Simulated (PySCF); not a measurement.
Gas-phase reaction: 2 SiCl2F2 ⇌ Si + 2 Cl2 + SiF4

Method: PySCF energies plus ideal-gas RRHO corrections (1 bar). † marks an energy on the PBE0/def2-TZVP geometry and frequencies; other levels use their own. MP2 freezes the core. Open shells (unrestricted): Si (multiplicity 3); the rest are closed-shell singlets. Spin-orbit splitting is ignored; it lowers the true energy and changes the entropy of Si. MP2 isn't extrapolated to the basis-set limit.

| level | ΔH°(298 K), kJ |
|---|---|
| MP2/def2-SVP† | (withheld) |
| MP2/def2-TZVPP† | 1145 |
| PBE0/def2-SVP† | (withheld) |
| PBE0/def2-TZVP | (withheld) |
| r2SCAN/def2-TZVP† | 1132 |
| ωB97M-V/def2-TZVP† | 1122 |

### Question
What belongs in the gaps?

### Answer

- MP2/def2-SVP†, ΔH°(298 K), kJ: 1130
- PBE0/def2-SVP†, ΔH°(298 K), kJ: 1121
- PBE0/def2-TZVP, ΔH°(298 K), kJ: 1096
